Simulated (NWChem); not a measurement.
Everything below was run with NWChem. System: formaldehyde (CH2O), charge 0, spin multiplicity 1, at a geometry optimised with B3LYP/def2-SVP. Level: G0W0@PBE0/def2-QZVP, RI basis def2-qzvp-rifit.

Job file:

```
start mol
memory heap 200 mb stack 700 mb global 1700 mb
geometry units angstroms nocenter noautoz
  C      0.000000     0.000000     0.524395
  O      0.000000     0.000000    -0.675291
  H     -0.944727     0.000000     1.127981
  H      0.944727     0.000000     1.127981
  symmetry group C2v
end
basis spherical
  * library def2-qzvp
end
basis "ri basis" bse spherical
  * library def2-qzvp-rifit
end
dft
  xc pbe0
  iterations 100
  direct
  tolerances tight
end
task dft energy
gw
  method cdgw
  states alpha occ 4 vir 2
end
task dft gw
```

Part of the output:

```
             Northwest Computational Chemistry Package (NWChem) 7.3.0
             --------------------------------------------------------

                                NWChem Input Module
                                -------------------

 Scaling coordinates for geometry "geometry" by  1.889725989
 (inverse scale =  0.529177249)

 Turning off AUTOSYM since
 SYMMETRY directive was detected!

                             Geometry "geometry" -> ""
                             -------------------------

 Output coordinates in angstroms (scale by  1.889725989 to convert to a.u.)

  No.       Tag          Charge          X              Y              Z
 ---- ---------------- ---------- -------------- -------------- --------------
    1 C                    6.0000     0.00000000     0.00000000     0.52439500
    2 O                    8.0000     0.00000000     0.00000000    -0.67529100
    3 H                    1.0000    -0.94472700     0.00000000     1.12798100
    4 H                    1.0000     0.94472700     0.00000000     1.12798100

 Effective nuclear repulsion energy (a.u.)      31.2760464565

            Nuclear Dipole moment (a.u.)
            ----------------------------
        X                 Y               Z
 ---------------- ---------------- ----------------
     0.0000000000     0.0000000000     0.0000075589

      Symmetry information
      --------------------

 Group name             C2v
 Group number             16
 Group order               4
 No. of unique centers     3

      Symmetry unique atoms

     1    2    3


 Summary of "ao basis" -> "" (spherical)
 ------------------------------------------------------------------------------
       Tag                 Description            Shells   Functions and Types
 ---------------- ------------------------------  ------  ---------------------
 *                         def2-qzvp                  on all atoms

 new library libraries.bse/

 Summary of "ri basis" -> "" (spherical)
 ------------------------------------------------------------------------------
       Tag                 Description            Shells   Functions and Types
 ---------------- ------------------------------  ------  ---------------------
 *                      def2-qzvp-rifit               on all atoms

                                 NWChem DFT Module
                                 -----------------

 Summary of "ao basis" -> "ao basis" (spherical)
 ------------------------------------------------------------------------------
       Tag                 Description            Shells   Functions and Types
 ---------------- ------------------------------  ------  ---------------------
 C                         def2-qzvp                17       57   7s4p3d2f1g
 O                         def2-qzvp                17       57   7s4p3d2f1g
 H                         def2-qzvp                10       30   4s3p2d1f

 Summary of "ao basis" -> "ao basis" (spherical)
 ------------------------------------------------------------------------------
       Tag                 Description            Shells   Functions and Types
 ---------------- ------------------------------  ------  ---------------------
 C                         def2-qzvp                17       57   7s4p3d2f1g
 O                         def2-qzvp                17       57   7s4p3d2f1g
 H                         def2-qzvp                10       30   4s3p2d1f

      Symmetry analysis of basis
      --------------------------

        a1         68
        a2         24
        b1         46
        b2         36

            General Information
            -------------------
          SCF calculation type: DFT
          Wavefunction type:  closed shell.
          No. of atoms     :     4
          No. of electrons :    16
           Alpha electrons :     8
            Beta electrons :     8
          Charge           :     0
          Spin multiplicity:     1
          Use of symmetry is: on ; symmetry adaption is: on
          Maximum number of iterations: 100
          This is a Direct SCF calculation.
          AO basis - number of functions:   174
                     number of shells:    54
          Convergence on energy requested:  1.00D-06
          Convergence on density requested:  1.00D-05
          Convergence on gradient requested:  5.00D-04

              XC Information
              --------------
                         PBE0 Method XC Functional
                     Hartree-Fock (Exact) Exchange  0.250
          PerdewBurkeErnzerhof Exchange Functional  0.750
            Perdew 1991 LDA Correlation Functional  1.000 local
           PerdewBurkeErnz. Correlation Functional  1.000 non-local

             Grid Information
             ----------------
          Grid used for XC integration:  medium
          Radial quadrature: Mura-Knowles
          Angular quadrature: Lebedev.
          Tag              B.-S. Rad. Rad. Pts. Rad. Cut. Ang. Pts.
          ---              ---------- --------- --------- ---------
          C                   0.70       49           7.0       434
          O                   0.60       49           8.0       434
          H                   0.35       45           8.0       434
          Grid pruning is: on
          Number of quadrature shells:   143
          Spatial weights used:  Erf1

          Convergence Information
          -----------------------
          Convergence aids based upon iterative change in
          total energy or number of iterations.
          Levelshifting, if invoked, occurs when the
          HOMO/LUMO gap drops below (HL_TOL):  1.00D-02
[...]
          Schwarz screening/accCoul:  1.00D-08

      Superposition of Atomic Density Guess
      -------------------------------------

 Sum of atomic energies:        -113.45921613

      Non-variational initial energy
      ------------------------------

 Total energy =    -114.127852
 1-e energy   =    -216.019239
 2-e energy   =      70.615340
 HOMO         =      -0.330379
 LUMO         =      -0.045836

      Symmetry analysis of molecular orbitals - initial
      -------------------------------------------------

  Numbering of irreducible representations:

     1 a1          2 a2          3 b1          4 b2

  Orbital symmetries:

     1 a1          2 a1          3 a1          4 a1          5 b1
     6 a1          7 b2          8 b1          9 b2         10 a1
    11 a1         12 b1         13 b2         14 b1         15 a1
    16 a1         17 a1         18 b2

   convergence    iter        energy       DeltaE   RMS-Dens  Diis-err    time
 ---------------- ----- ----------------- --------- --------- ---------  ------
 d= 0,ls=0.0,diis     1   -114.3364694952 -1.46D+02  5.36D-03  1.18D+00     6.7
 d= 0,ls=0.0,diis     2   -114.0777641470  2.59D-01  4.11D-03  3.59D+00    12.4
 d= 0,ls=0.0,diis     3   -114.4194516547 -3.42D-01  5.94D-04  7.27D-02    18.9
 d= 0,ls=0.0,diis     4   -114.4249464777 -5.49D-03  2.18D-04  5.45D-03    24.8
 d= 0,ls=0.0,diis     5   -114.4255169956 -5.71D-04  3.36D-05  1.19D-04    30.6
 d= 0,ls=0.0,diis     6   -114.4255312482 -1.43D-05  8.14D-06  8.15D-06    36.5
 d= 0,ls=0.0,diis     7   -114.4255320785 -8.30D-07  1.35D-06  1.32D-07    42.2

         Total DFT energy =     -114.425532078540
      One electron energy =     -217.478436309358
           Coulomb energy =       86.340310445142
    Exchange-Corr. energy =      -14.563452670854
 Nuclear repulsion energy =       31.276046456530

 Numeric. integr. density =       16.000000131409

     Total iterative time =     41.2s

                  Occupations of the irreducible representations
                  ----------------------------------------------

                     irrep           alpha         beta
                     --------     --------     --------
                     a1                5.0          5.0
                     a2                0.0          0.0
                     b1                2.0          2.0
                     b2                1.0          1.0

                       DFT Final Molecular Orbital Analysis
                       ------------------------------------

 Vector    6  Occ=2.000000D+00  E=-4.759101D-01  Symmetry=a1
              MO Center= -9.4D-14, -8.1D-15, -4.7D-01, r^2= 1.1D+00
   Bfn.  Coefficient  Atom+Function         Bfn.  Coefficient  Atom+Function
  ----- ------------  ---------------      ----- ------------  ---------------
    67      0.289554  2 O  pz                70      0.265624  2 O  pz
    63     -0.222084  2 O  s                 73      0.221230  2 O  pz
    10     -0.196161  1 C  pz                13     -0.176937  1 C  pz
    64     -0.160787  2 O  s                 62     -0.108323  2 O  s
    76      0.097170  2 O  pz                 7     -0.087994  1 C  s

 Vector    7  Occ=2.000000D+00  E=-4.239699D-01  Symmetry=b2
              MO Center= -5.2D-16,  8.0D-15, -2.5D-01, r^2= 9.6D-01
   Bfn.  Coefficient  Atom+Function         Bfn.  Coefficient  Atom+Function
  ----- ------------  ---------------      ----- ------------  ---------------
    66      0.279502  2 O  py                69      0.265508  2 O  py
    72      0.240478  2 O  py                12      0.191703  1 C  py
     9      0.187683  1 C  py                15      0.147897  1 C  py
    75      0.091543  2 O  py                18      0.044534  1 C  py

 Vector    8  Occ=2.000000D+00  E=-2.891729D-01  Symmetry=b1
              MO Center=  4.0D-15, -6.2D-17, -8.8D-02, r^2= 1.6D+00
   Bfn.  Coefficient  Atom+Function         Bfn.  Coefficient  Atom+Function
  ----- ------------  ---------------      ----- ------------  ---------------
    65      0.313253  2 O  px                68      0.293941  2 O  px
    71      0.285736  2 O  px               118      0.170731  3 H  s
   148     -0.170731  4 H  s                 74      0.159238  2 O  px
   117      0.143405  3 H  s                147     -0.143405  4 H  s
   116      0.123392  3 H  s                146     -0.123392  4 H  s

 Vector    9  Occ=0.000000D+00  E=-5.056172D-02  Symmetry=b2
              MO Center=  1.5D-15,  1.1D-14,  3.1D-01, r^2= 1.9D+00
   Bfn.  Coefficient  Atom+Function         Bfn.  Coefficient  Atom+Function
  ----- ------------  ---------------      ----- ------------  ---------------
    18      0.423715  1 C  py                75     -0.347153  2 O  py
    15      0.288072  1 C  py                12      0.248358  1 C  py
     9      0.241789  1 C  py                69     -0.231301  2 O  py
    66     -0.229688  2 O  py                72     -0.178047  2 O  py
    31      0.046927  1 C  d -1             126      0.040746  3 H  py

 Vector   10  Occ=0.000000D+00  E= 3.540283D-02  Symmetry=a1
              MO Center= -4.2D-15, -9.5D-15,  1.5D+00, r^2= 5.4D+00
   Bfn.  Coefficient  Atom+Function         Bfn.  Coefficient  Atom+Function
  ----- ------------  ---------------      ----- ------------  ---------------
     7      2.718095  1 C  s                118     -1.562609  3 H  s
   148     -1.562609  4 H  s                 64     -0.905689  2 O  s
    19      0.376320  1 C  pz                16     -0.359206  1 C  pz
    73     -0.292579  2 O  pz                 6      0.260405  1 C  s
    76     -0.254884  2 O  pz                32      0.233376  1 C  d  0

 Vector   11  Occ=0.000000D+00  E= 8.989939D-02  Symmetry=b1
              MO Center=  1.2D-15, -2.6D-29,  1.4D+00, r^2= 6.0D+00
   Bfn.  Coefficient  Atom+Function         Bfn.  Coefficient  Atom+Function
  ----- ------------  ---------------      ----- ------------  ---------------
   118      2.477320  3 H  s                148     -2.477320  4 H  s
   117     -1.429868  3 H  s                147      1.429868  4 H  s
    17      0.938083  1 C  px                14     -0.558515  1 C  px
    33      0.490292  1 C  d  1             125     -0.291257  3 H  px
   155     -0.291257  4 H  px                74     -0.230507  2 O  px

 center of mass
 --------------
 x =   0.00000000 y =   0.00000000 z =  -0.14072648

 moments of inertia (a.u.)
 ------------------
          46.395313941441           0.000000000000           0.000000000000
           0.000000000000          52.819608559912           0.000000000000
           0.000000000000           0.000000000000           6.424294618471

     Multipole analysis of the density
     ---------------------------------

     L   x y z        total         alpha         beta         nuclear
     -   - - -        -----         -----         ----         -------
     0   0 0 0     -0.000000     -8.000000     -8.000000     16.000000

     1   1 0 0      0.000000      0.000000      0.000000      0.000000
     1   0 1 0     -0.000000     -0.000000     -0.000000      0.000000
     1   0 0 1      0.924491      0.462242      0.462242      0.000008

     2   2 0 0     -8.639340     -7.506877     -7.506877      6.374415
     2   1 1 0     -0.000000     -0.000000     -0.000000      0.000000
     2   1 0 1      0.000000      0.000000      0.000000      0.000000
     2   0 2 0     -8.698454     -4.349227     -4.349227      0.000000
     2   0 1 1      0.000000      0.000000      0.000000      0.000000
     2   0 0 2     -9.089141    -18.548082    -18.548082     28.007023

 Task  times  cpu:       42.2s     wall:       42.2s

                                NWChem Input Module
                                -------------------

                                 NWChem GW Module
                                 ----------------

                             ***********************
                             ***        GW       ***
                             ***********************

 Summary of "ri basis" -> "ri basis" (spherical)
 ------------------------------------------------------------------------------
       Tag                 Description            Shells   Functions and Types
 ---------------- ------------------------------  ------  ---------------------
 C                      def2-qzvp-rifit             33      141   9s8p7d5f3g1h
 O                      def2-qzvp-rifit             33      141   9s8p7d5f3g1h
 H                      def2-qzvp-rifit             16       56   6s4p3d2f1g

                 Memory Information
                 ------------------
          Available GA per process is          1699.8 MBs
          Available stack per process is        700.0 MBs
          Available heap per process is           0.0 MBs

          Peak memory in Initialization
              Peak GA per process is                  6.8 MBs
              Peak stack per process is               0.4 MBs
              Peak heap per process is                7.1 MBs
              Memory not in MA per process            0.0 MBs

          Peak memory in CDGW Calculation
              Peak GA per process is                  9.3 MBs
              Peak stack per process is               2.4 MBs
              Peak heap per process is                3.0 MBs
              Memory not in MA per process            0.0 MBs

          Computing 2-center integrals
          Computing Inverse Cholesky factor
          Computing 3-center integrals
          Computing Vxc

          Computing Sigma_x
          Computing W(iw) on the imaginary grid
          Solving quasiparticle equations

                  Alpha Orbitals
          State     Energy (eV)     Error (eV)
          -----------------------------------
@GW         5        -16.823           0.002
@GW         6        -15.882           0.002
@GW         7        -14.599           0.005
@GW         8        -10.786           0.002
@GW         9          1.235           0.002
@GW        10          2.533           0.004

     GW Timing Statistics
   ------------------------
   Init.   :          0.3s
     ERIs  :          3.3s
     Distr.:          0.0s
     Vxc   :          5.3s
   Vmo     :          0.0s
   iW      :          3.1s
   I_n     :          0.0s
   R_n     :          0.2s
   GW total:         12.3s

 Task  times  cpu:       12.3s     wall:       12.3s

 Total times  cpu:       54.6s     wall:       54.6s
```
